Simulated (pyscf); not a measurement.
PySCF, gas phase, ωB97X-D3(BJ)/def2-SVP geometries. Correlated levels are frozen-core, on RHF or UHF. ΔMP2 is the change of the MP2 total energy from the triple- to the quadruple-zeta basis.

Problem. For the elementary gas-phase step H₂O (SMILES O) + [HO–B–OH]• (SMILES O[B]O) -> HO–B(OH)–OH (SMILES OB(O)O) + H• (SMILES [H]) (doublet surface; H–O broken, B–O formed), what barrier and reaction energy does CCSD(T)/def2-TZVPP + ΔMP2(QZVPP) give, measured from the separated reactants?

Solution. ΔE‡ = 10.9 kcal/mol, ΔE = -27.4 kcal/mol. Zero-point energy shifts the barrier by -1.5 kcal/mol. It is a substitution at O, with an imaginary mode of 1808i cm⁻¹. One saddle was located; it need not be the lowest between these sides. The angle at the attacked O is 118°. The CCSD(T) − MP2 part came from Ansatz, without density fitting, on the same reference.
